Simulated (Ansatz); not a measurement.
Geometry optimisation, Ansatz 0.2.0, RKS PBE-D4/def2-SVP.

input.yaml

```yaml
crystal:
  periodic: [false, false, false]
  atoms:
    - { symbol: B, position_ang: [-0.8874, 0.161, -0.5943] }
    - { symbol: B, position_ang: [0.2967, 0.2188, 0.4965] }
    - { symbol: O, position_ang: [0.9439, -1.0196, 0.8448] }
    - { symbol: H, position_ang: [-1.1924, -0.7995, -1.113] }
    - { symbol: H, position_ang: [-1.4837, 1.2045, -0.9085] }
    - { symbol: H, position_ang: [0.6243, 1.2545, 1.0023] }
    - { symbol: H, position_ang: [1.7598, -1.0878, 0.2266] }
basis:
  gaussian: { orbitals: def2-SVP }
hamiltonian:
  xc: pbe
  dispersion: d4
relax:
  f_tol: 0.02
  max_steps: 50
```

Command:

```bash
$ ansatz run input.yaml --threads 1 --pin off --max-ram 2048MiB --backend cpu --events-out ev --progress --plain --runs-dir out
```

Where does it end, and by what steps?

The run converged. After 16 steps the energy has fallen by 1.587 eV; H4 moved furthest, 1.06 Å.

```tsv
step	energy less start (eV)	largest force component (eV/Å)	accepted
0	0.0000	2.364	yes
1	-0.4869	1.748	yes
2	-0.7971	3.591	yes
3	-0.8020	3.908	yes
4	-1.2740	0.798	yes
5	-1.2610	0.968	no
6	-1.3128	0.438	yes
7	-1.3373	0.267	yes
8	-1.3732	0.350	yes
9	-1.4094	0.740	yes
10	-1.5118	0.448	yes
11	-1.5697	0.285	yes
12	-1.5833	0.085	yes
13	-1.5857	0.134	yes
14	-1.5844	0.158	no
15	-1.5868	0.048	yes
16	-1.5869	0.005	yes
```

```xyz
7
Properties=species:S:1:pos:R:3
B -1.005 0.180 -0.650
B 0.341 0.009 0.336
O 1.427 -0.774 0.075
H -2.008 -0.502 -0.505
H -1.101 1.080 -1.470
H 0.310 0.666 1.385
H 2.097 -0.727 0.782
```

Whether the end is a true minimum wasn't checked by a vibrational analysis.

Time of the run: 20 s on 1 thread of Arm Neoverse V2 (shared host), peak memory 0.1 GiB.
